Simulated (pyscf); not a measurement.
Structures and frequencies: ωB97X-D3(BJ)/def2-SVP in PySCF.

Q: PBE/def2-TZVP puts the barrier of SnH₃• + H₃C–GeH₃ → H₃Ge–SnH₃ + CH₃• (substitution at Ge; doublet surface; C–Ge broken, Ge–Sn formed) at 80.9 kJ/mol and the reaction energy at +72.3 kJ/mol, from the separated reactants. What do r²SCAN/def2-TZVP, B3LYP-D3(BJ)/def2-TZVP, ωB97M-D3(BJ)/def2-TZVP give on the same structures?

A: r²SCAN: ΔE‡ = 84.3 kJ/mol, ΔE = +60.3 kJ/mol; B3LYP-D3(BJ): ΔE‡ = 91.6 kJ/mol, ΔE = +64.9 kJ/mol; ωB97M-D3(BJ): ΔE‡ = 116.9 kJ/mol, ΔE = +77.0 kJ/mol. PBE's barrier lies under all of them, by 3.4 to 36.0 kJ/mol. Its reaction energy lies among theirs. One saddle was located; it need not be the lowest between these sides. The angle at the attacked Ge is 180°. Elements up to Kr have no core potential and no relativistic terms here. Elements past Kr carry the def2 core potentials, without spin-orbit coupling.
